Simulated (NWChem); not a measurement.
Program: NWChem. System: methylamine (CH5N), charge 0, spin multiplicity 1, at a geometry optimised with PBE0/def2-SVP. Level: B3LYP/def2-TZVP, VWN1-RPA local correlation.

Input file:

```
start mol
memory heap 200 mb stack 900 mb global 1100 mb
geometry units angstroms nocenter noautoz
  C     -0.087363     0.690401     0.000000
  N      0.196785    -0.727851     0.000000
  H      0.373004     1.164010    -0.881725
  H      0.373004     1.164010     0.881725
  H     -1.160601     0.977078     0.000000
  H     -0.219363    -1.176274    -0.813321
  H     -0.219363    -1.176274     0.813321
  symmetry group Cs
end
basis spherical
  * library def2-tzvp
end
dft
  xc b3lyp
  semidirect memsize 60000000 filesize 0
  iterations 100
end
task dft energy
```

Part of the output:

```
             Northwest Computational Chemistry Package (NWChem) 7.3.0
             --------------------------------------------------------

                                NWChem Input Module
                                -------------------

 Scaling coordinates for geometry "geometry" by  1.889725989
 (inverse scale =  0.529177249)

 Turning off AUTOSYM since
 SYMMETRY directive was detected!

                             Geometry "geometry" -> ""
                             -------------------------

 Output coordinates in angstroms (scale by  1.889725989 to convert to a.u.)

  No.       Tag          Charge          X              Y              Z
 ---- ---------------- ---------- -------------- -------------- --------------
    1 C                    6.0000    -0.08736300     0.69040100     0.00000000
    2 N                    7.0000     0.19678500    -0.72785100     0.00000000
    3 H                    1.0000     0.37300400     1.16401000    -0.88172500
    4 H                    1.0000     0.37300400     1.16401000     0.88172500
    5 H                    1.0000    -1.16060100     0.97707800     0.00000000
    6 H                    1.0000    -0.21936300    -1.17627400    -0.81332100
    7 H                    1.0000    -0.21936300    -1.17627400     0.81332100

 Effective nuclear repulsion energy (a.u.)      42.0591031738

            Nuclear Dipole moment (a.u.)
            ----------------------------
        X                 Y               Z
 ---------------- ---------------- ----------------
    -0.0000037795    -0.0000018897     0.0000000000

      Symmetry information
      --------------------

 Group name             Cs
 Group number              2
 Group order               2
 No. of unique centers     5

      Symmetry unique atoms

     1    2    3    5    6


 Summary of "ao basis" -> "" (spherical)
 ------------------------------------------------------------------------------
       Tag                 Description            Shells   Functions and Types
 ---------------- ------------------------------  ------  ---------------------
 *                         def2-tzvp                  on all atoms

                                 NWChem DFT Module
                                 -----------------

 Summary of "ao basis" -> "ao basis" (spherical)
 ------------------------------------------------------------------------------
       Tag                 Description            Shells   Functions and Types
 ---------------- ------------------------------  ------  ---------------------
 C                         def2-tzvp                11       31   5s3p2d1f
 N                         def2-tzvp                11       31   5s3p2d1f
 H                         def2-tzvp                 4        6   3s1p

 Summary of "ao basis" -> "ao basis" (spherical)
 ------------------------------------------------------------------------------
       Tag                 Description            Shells   Functions and Types
 ---------------- ------------------------------  ------  ---------------------
 C                         def2-tzvp                11       31   5s3p2d1f
 N                         def2-tzvp                11       31   5s3p2d1f
 H                         def2-tzvp                 4        6   3s1p

      Symmetry analysis of basis
      --------------------------

        a'         59
        a"         33

            General Information
            -------------------
          SCF calculation type: DFT
[...]
 d= 0,ls=0.0,diis     2    -95.8856121631 -1.66D-02  2.74D-03  1.47D-01     1.0
 d= 0,ls=0.0,diis     3    -95.8948498107 -9.24D-03  1.02D-03  6.18D-02     1.2
 d= 0,ls=0.0,diis     4    -95.9007750259 -5.93D-03  1.44D-04  3.31D-04     1.4
 d= 0,ls=0.0,diis     5    -95.9008108789 -3.59D-05  2.69D-05  1.74D-05     1.5
  Resetting Diis
 d= 0,ls=0.0,diis     6    -95.9008126813 -1.80D-06  7.91D-06  2.81D-06     1.7
 d= 0,ls=0.0,diis     7    -95.9008130074 -3.26D-07  2.16D-06  2.99D-08     1.8

         Total DFT energy =      -95.900813007354
      One electron energy =     -211.709312132822
           Coulomb energy =       87.967375475577
    Exchange-Corr. energy =      -14.217979523939
 Nuclear repulsion energy =       42.059103173829

 Numeric. integr. density =       17.999999759125

     Total iterative time =      1.6s

                  Occupations of the irreducible representations
                  ----------------------------------------------

                     irrep           alpha         beta
                     --------     --------     --------
                     a'                7.0          7.0
                     a"                2.0          2.0

                       DFT Final Molecular Orbital Analysis
                       ------------------------------------

 Vector    7  Occ=2.000000D+00  E=-4.044763D-01  Symmetry=a'
              MO Center= -3.3D-02,  4.4D-01, -9.6D-18, r^2= 1.7D+00
   Bfn.  Coefficient  Atom+Function         Bfn.  Coefficient  Atom+Function
  ----- ------------  ---------------      ----- ------------  ---------------
     6      0.235747  1 C  px                 7      0.207590  1 C  py
    38     -0.185023  2 N  py                 9      0.167386  1 C  px
    10      0.146156  1 C  py                41     -0.146880  2 N  py
    64      0.138628  3 H  s                 70      0.138628  4 H  s
    76     -0.138793  5 H  s                 75     -0.098774  5 H  s

 Vector    8  Occ=2.000000D+00  E=-3.660682D-01  Symmetry=a"
              MO Center=  1.0D-01,  4.9D-01, -2.3D-15, r^2= 1.9D+00
   Bfn.  Coefficient  Atom+Function         Bfn.  Coefficient  Atom+Function
  ----- ------------  ---------------      ----- ------------  ---------------
     8      0.291121  1 C  pz                64     -0.204201  3 H  s
    70      0.204201  4 H  s                 11      0.201432  1 C  pz
    39     -0.175049  2 N  pz                63     -0.136784  3 H  s
    69      0.136784  4 H  s                 82      0.127001  6 H  s
    88     -0.127001  7 H  s                 42     -0.125392  2 N  pz

 Vector    9  Occ=2.000000D+00  E=-2.418399D-01  Symmetry=a'
              MO Center=  2.0D-01, -4.8D-01, -1.2D-16, r^2= 1.6D+00
   Bfn.  Coefficient  Atom+Function         Bfn.  Coefficient  Atom+Function
  ----- ------------  ---------------      ----- ------------  ---------------
    37      0.386560  2 N  px                43      0.336469  2 N  px
    40      0.315685  2 N  px                35      0.158442  2 N  s
    76      0.158297  5 H  s                 77      0.141997  5 H  s
    36      0.120251  2 N  s                  6     -0.113870  1 C  px
    34      0.104780  2 N  s                 75      0.092949  5 H  s

 Vector   10  Occ=0.000000D+00  E= 2.844187D-02  Symmetry=a'
              MO Center= -4.5D-01, -6.7D-01, -6.6D-14, r^2= 5.3D+00
   Bfn.  Coefficient  Atom+Function         Bfn.  Coefficient  Atom+Function
  ----- ------------  ---------------      ----- ------------  ---------------
     5      2.087270  1 C  s                 36      1.532400  2 N  s
    83     -1.069530  6 H  s                 89     -1.069530  7 H  s
    77     -0.988521  5 H  s                 65     -0.889672  3 H  s
    71     -0.889672  4 H  s                 13      0.547256  1 C  py
    43     -0.341726  2 N  px                44     -0.316160  2 N  py

 Vector   11  Occ=0.000000D+00  E= 7.051090D-02  Symmetry=a'
              MO Center= -1.8D-01,  9.5D-01,  1.3D-15, r^2= 6.2D+00
   Bfn.  Coefficient  Atom+Function         Bfn.  Coefficient  Atom+Function
  ----- ------------  ---------------      ----- ------------  ---------------
     5      4.519701  1 C  s                 36     -2.090062  2 N  s
    65     -1.751656  3 H  s                 71     -1.751656  4 H  s
    77     -1.579231  5 H  s                 83      0.538456  6 H  s
    89      0.538456  7 H  s                 44     -0.463903  2 N  py
    43      0.261670  2 N  px                10     -0.209472  1 C  py

 Vector   12  Occ=0.000000D+00  E= 8.993916D-02  Symmetry=a"
              MO Center= -1.8D-01, -7.0D-01,  6.9D-14, r^2= 5.8D+00
   Bfn.  Coefficient  Atom+Function         Bfn.  Coefficient  Atom+Function
  ----- ------------  ---------------      ----- ------------  ---------------
    83      1.617946  6 H  s                 89     -1.617946  7 H  s
    65      0.891571  3 H  s                 71     -0.891571  4 H  s
    45      0.861855  2 N  pz                14      0.333294  1 C  pz
    39      0.209926  2 N  pz                64     -0.181932  3 H  s
    70      0.181932  4 H  s                  8      0.143852  1 C  pz

 center of mass
 --------------
 x =   0.05157673 y =  -0.05766987 z =   0.00000000

 moments of inertia (a.u.)
 ------------------
          80.319544730056           8.753419861417           0.000000000000
           8.753419861417          18.734060774940           0.000000000000
           0.000000000000           0.000000000000          78.338723456378

     Multipole analysis of the density
     ---------------------------------

     L   x y z        total         alpha         beta         nuclear
     -   - - -        -----         -----         ----         -------
     0   0 0 0      0.000000     -9.000000     -9.000000     18.000000

     1   1 0 0     -0.529387     -0.264692     -0.264692     -0.000004
     1   0 1 0      0.004919      0.002461      0.002461     -0.000002
     1   0 0 1      0.000000      0.000000      0.000000      0.000000

     2   2 0 0    -11.894656     -9.586891     -9.586891      7.279125
     2   1 1 0      1.413024      2.695736      2.695736     -3.978448
     2   1 0 1      0.000000      0.000000      0.000000      0.000000
     2   0 2 0    -10.129823    -28.276922    -28.276922     46.424021
     2   0 1 1     -0.000000     -0.000000     -0.000000      0.000000
     2   0 0 2     -9.491896     -9.884460     -9.884460     10.277023

 Task  times  cpu:        1.8s     wall:        1.8s

 Total times  cpu:        1.9s     wall:        1.9s
```
